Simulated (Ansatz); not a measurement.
## Worked example: basis-set limit for [OF2]+ (SMILES F[O+]F)

[OF2]+: 3 atoms, total charge +1, spin state doublet. SMILES: `F[O+]F`. The coordinates come from a PBE0-D4/def2-TZVP relaxation.

```xyz
3

F     0.9202   -0.3090    0.4734
O     0.0006    0.5052    0.0557
F    -0.9208   -0.1962   -0.5291
```

MP2 energies, 3 core orbitals frozen (Ansatz 0.2.0):

| basis | X | functions | Hartree–Fock (Eh) | correlation (Eh) |
| --- | --- | --- | --- | --- |
| cc-pVDZ-DK | 2 | 42 | -273.229885 | -0.549613 |
| cc-pVTZ-DK | 3 | 90 | -273.338014 | -0.710478 |
| cc-pVQZ-DK | 4 | 165 | -273.362220 | -0.769858 |

The correlation energy converges as X⁻³, the Hartree–Fock energy about exponentially.

Task: Extrapolate to the complete basis.

Result: 
1. Correlation: E(∞) = (4³ E(4) − 3³ E(3))/(4³ − 3³) = (64 × (-0.769858) − 27 × (-0.710478))/37 = -0.813189 Eh.
2. Hartree–Fock: successive steps shrink by 0.224; summing the geometric tail gives -273.362220 + (-0.024206) × 0.224/(1 − 0.224) = -273.369202 Eh.
3. Total: -273.369202 + (-0.813189) = -274.182391 Eh.
4. cc-pVQZ-DK holds 94.7 % of the extrapolated correlation energy, cc-pVTZ-DK 87.4 %.

This is an estimate of the method's limit, not an exact energy.
